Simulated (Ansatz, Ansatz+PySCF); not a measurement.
```xyz
5

B     0.0000    0.0000    0.0000
H     0.7808    0.7808    0.7808
H     0.7808   -0.7808   -0.7808
H    -0.7808    0.7808   -0.7808
H    -0.7808   -0.7808    0.7808
```

RHF-MP2 on singlet BH4(-) was run in several spherical basis sets with Ansatz (development build ahead of 0.2.0). Frozen core: 1 orbital. Caution: no diffuse functions for an anion.

**Question.** Rank the basis sets by the total energy that they give, lowest first, with the distance from the lowest.
A. def2-SVP
B. 6-31G(d)
C. def2-TZVP
D. cc-pVDZ
E. cc-pVTZ

**Answer.** E (0.00 eV), C (0.28 eV), D (1.08 eV), A (1.64 eV), B (2.33 eV).

Totals follow the description of the cores as much as that of the bonds, so this order isn't one of quality for chemistry.
